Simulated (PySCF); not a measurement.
**Identify the compound**

An unknown has the formula C3H5N3. Its calculated NMR data are:

¹H NMR (600 MHz, computed): δ 7.79 (s, 1H), 7.64 (s, 1H), 3.75 (s, 3H).

¹³C{¹H} NMR (computed): δ 158.7 (CH), 146.4 (CH), 37.4 (CH3).

[PySCF: geometry from PBE0-D3(BJ)/def2-SVP; J: B3LYP/pcJ-1 (spin–dipole term only in couplings to heteroatoms); NMR shieldings at PBE/pcSseg-2/GIAO; no relativistic terms; isolated molecule; one conformer; equivalent nuclei averaged]

Shifts are taken against calculated references (same method and geometry level): ¹H and ¹³C against TMS.

What is the structure?

## Answers


- Rings plus π bonds: 3 (1 ring in the answer).
- 3 carbon signals for 3 carbons: no two carbons are equivalent.
- Carbon types of the structure: 2 × CH, 1 × CH3, which accounts for all hydrogens.
- δC 158.7, 146.4: aromatic CH between two ring heteroatoms.
- δC 37.4: methyl carbon bonded to N; deshielded by the electronegative neighbour.
- δH 7.79, 7.64: hydrogen on an aromatic CH between two ring heteroatoms; the ring current deshields protons in the ring plane.
- δH 3.75: hydrogen on a methyl carbon bonded to N; its carbon carries N, an electronegative neighbour.

Structure: `Cn1cncn1`.

The data come from this structure; uniqueness wasn't tested.

Shifts are as computed, not scaled to solution data. Of 1211 compounds with measured shifts, 218 miss one by over three times the rms of a fit or turn the order of signals round; such compounds aren't used in these exercises.
